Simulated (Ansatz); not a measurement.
Heat of formation of OF2 (oxygen difluoride) from total energies

OF2: 3 atoms, total charge 0, spin state singlet. As SMILES, `FOF`. The shape is that of a PBE0-D4/def2-TZVP optimisation.

```xyz
3

F     0.9533   -0.3400    0.4883
O     0.0005    0.5639    0.0620
F    -0.9538   -0.2240   -0.5503
```

Total energies at RPA@PBE0/cc-pVTZ, 3 core orbitals frozen (Ansatz 0.2.0); the atoms run unrestricted:

```
species    state  energy (Eh)
    OF2  singlet  -274.581402
      F  doublet   -99.707259
      O  triplet   -75.049823
```

Harmonic wavenumbers at PBE0-D4/def2-TZVP, in cm⁻¹: 508, 948, 1066.

Measured heats of formation of the gaseous atoms at 298.15 K, in kJ/mol: F 79.4, O 249.2. Spin-orbit lowering of the atoms at 298 K (mean of the ground term's levels less their thermal mean, from spectra), in kJ/mol: F 1.29, O 0.40. Take 1 Eh = 2625.50 kJ/mol, 1 cm⁻¹ = 0.0119627 kJ/mol, RT = 2.479 kJ/mol.

Question: Work out the heat of formation of the gas at 298 K.

Answer: 
1. Electronic atomisation energy: 2 × (-99.707259) + (-75.049823) − (-274.581402) = 0.117061 Eh = 307.3 kJ/mol.
2. Zero-point energy: half the sum of the wavenumbers, 1261 cm⁻¹ = 15.1 kJ/mol.
3. Thermal vibrational enthalpy, Σ hcν̃/(exp(hcν̃/kT) − 1): 0.8 kJ/mol. Translation, rotation and pV of a non-linear molecule: 4 RT = 9.9 kJ/mol.
4. The 3 free atoms carry 5/2 RT each: 18.6 kJ/mol.
5. Spin-orbit coupling lowers the free atoms by 2 × 1.29 + 0.40 = 3.0 kJ/mol.
6. Atomisation enthalpy at 298 K: 307.3 − 3.0 − 15.1 − 0.8 − 9.9 + 18.6 = 297.1 kJ/mol.
7. Sum of the atoms' heats of formation: 408.0 kJ/mol. Heat of formation: 408.0 − 297.1 = +110.9 kJ/mol.

The tabulated value is +24.7 kJ/mol (Active Thermochemical Tables), so this level is off by +86.2 kJ/mol, or 22.5 % of the atomisation enthalpy that the table implies (383.3 kJ/mol). Anharmonicity and any spin-orbit splitting of the molecule are left out, and cores are frozen in the wave-function part.
